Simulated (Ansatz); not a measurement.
fcc Pt, treated with revPBE (Ansatz, a program for electronic structure, PAW).

Input file:

Ansatz 0.2 input:
```yaml
crystal:
  lattice:
    - [0.0, 2.0191893755, 2.0191893755]
    - [2.0191893755, 0.0, 2.0191893755]
    - [2.0191893755, 2.0191893755, 0.0]
  atoms:
    - { symbol: Pt, position: [0.0, 0.0, 0.0] }
basis:
  ecutwfc: 520
  ecutrho_ratio: 4
  xc_grid: 2
kpoints:
  mp_grid: { grid: [24, 24, 24] }
hamiltonian:
  xc: revpbe
  dispersion: none
  pseudopotentials: { kind: paw }
scf:
  occupations: { method: fermi_dirac, width: 0.05 }
  convergence: { dr2_threshold: 0.0000000001 }
output:
  forces: false
  stress: true
  eigenvalues: true
```

Question: How many irreducible k-points, plane waves at Γ does the program set up, and what pressure does the run end with?

Answer: 413 irreducible k-points, 459 plane waves at Γ; P = -8.22 GPa, so the cell is stretched on average and its volume would shrink at this level.

The run printed, among other lines:

```
Crystal: 1 atoms, lattice volume = 16.465 Å³
Basis set: ecut = 520 eV, 459 PW (Γ), exchange–correlation on 48×48×48 points (8 copies of the dense FFT grid, shifted against one another)
Bands: 13, of which v1, the nominal top of the filled ones, is band 9 counted from 1 (8 counted from 0)
Symmetry: 48 space group operations
Space group: Fm-3m (ITA 225), of the structure as read, at distance tolerance 2.5e-5 Å
k-points: 413 of 13824
Functional: x = revpbe(κ = 1.245, μ = 0.2195149727645171), c = pbe(β = 0.06672455060314922)
SCF iter   1: F=—  HF=-12532.811951 eV  |F-HF|=—  |Δ(HF+E_count)|=         —  Δρ=4.32e-3  dr2=7.06e-4
SCF iter   2: F=—  HF=-12532.812369 eV  |F-HF|=—  |Δ(HF+E_count)|=   4.18e-4  Δρ=2.28e-3  dr2=1.66e-4
  ...
SCF iter   6: F=—  HF=-12532.812469 eV  |F-HF|=—  |Δ(HF+E_count)|=  5.93e-10  Δρ=3.11e-6  dr2=8.10e-10
SCF iter   7: F=-12532.812469 eV  HF=-12532.812469 eV  |F-HF|=3.64e-12  |Δ(HF+E_count)|=  1.53e-10  Δρ=9.12e-8  dr2=4.43e-13
SCF 1 converged in 7 iterations: F = -12532.812469 eV  dr2 = 4.43e-13
SCF converged after 7 iterations
Free energy (F): -12532.812469 eV
Internal energy: -12532.793980 eV  (E = F + TS)
E sigma→0 (E₀):  -12532.803224 eV
Fermi energy:    20.844825 eV
--- Stress (GPa, compression-positive) ---
       -8.217419       0.000000       0.000000
       -0.000000      -8.217419      -0.000000
        0.000000       0.000000      -8.217419
  P = ⅓ Tr σ = -8.2174 GPa (-82.174 kbar)
```

The cell is one volume of an energy–volume scan, off the minimum.

The PAW data were made under PBE.
